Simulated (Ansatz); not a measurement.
# N2, singlet in 6-31G*: errors against RCCSDTQ

Geometry: MP2(full)/6-31G*, from the G2/97 set.

| atom | x (Å) | y (Å) | z (Å) |
| --- | --- | --- | --- |
| N | 0.0000 | 0.0000 | 0.0000 |
| N | 0.0000 | 0.0000 | 1.1300 |

Basis 6-31G* (Cartesian d functions); Ansatz 0.2.0. Only valence electrons are correlated (noble-gas cores frozen), which leaves 10 electrons in 28 orbitals. Prefix R: restricted or restricted open-shell reference. Active spaces: valence = (10e, 8o) chosen from the atoms' valence shells.

Full CI isn't at hand for all of this; RCCSDTQ serves as the reference, and is uncertain by about the last step of the cluster series.

```
UHF ⟨S²⟩                          : 0.000
T1 diagnostic (RCCSD)             : 0.0127
largest doubles amplitude (RCCSD) : 0.110
```

Problem. From what is known of these methods and the diagnostics, rank them by the size of their error in total energy against RCCSDTQ in 6-31G*, smallest first (an estimate: the text doesn't fix the numbers).
A. CISDTQ
B. MRCISD+Q (valence space)
C. MRCISD (valence space)
D. CASSCF (valence space)
E. RCCSD

Solution. B (6 meV), A (61 meV), C (218 meV), E (403 meV), D (4855 meV).

All errors are against RCCSDTQ in 6-31G*. Below it: MRCISD+Q (valence space). Within each family the higher level lies nearer, as is usual though not guaranteed.

Natural occupations of CASSCF (valence space) about the gap: 1.996 1.989 1.980 1.935 1.935 0.071 0.071 0.022; effectively unpaired electrons, Σ n²(2−n)², 0.07.

Atomization energy (electronic, same basis, no zero-point term; atoms at the same level, unrestricted beside the R rows where the molecule is a closed shell, with restricted open-shell steps beyond CCSDT(Q)) at RCCSDTQ: 845.2 kJ/mol. Errors of other levels:

| level | error (kJ/mol) |
| --- | --- |
| RHF | -413.3 |
| RMP2 | 50.8 |
| CISD | -90.0 |
| RCCSD | -34.4 |
| RCCSD(T) | -3.4 |
| BCCD(T) | -2.7 |
| RCCSDT | -4.2 |
| CISDTQ | -5.0 |
| RCCSDT(Q) | 0.8 |
| CASSCF (valence space) | 13.0 |
| NEVPT2 (valence space) | 12.8 |
| NEVPT4(SD) (valence space) | -3.6 |
| MRCISD (valence space) | -11.8 |
| MRCISD+Q (valence space) | -5.1 |

This basis is far from its limit, so the value isn't to be set against a measured one. Truncated CI isn't size-consistent, which counts against it in atomization.
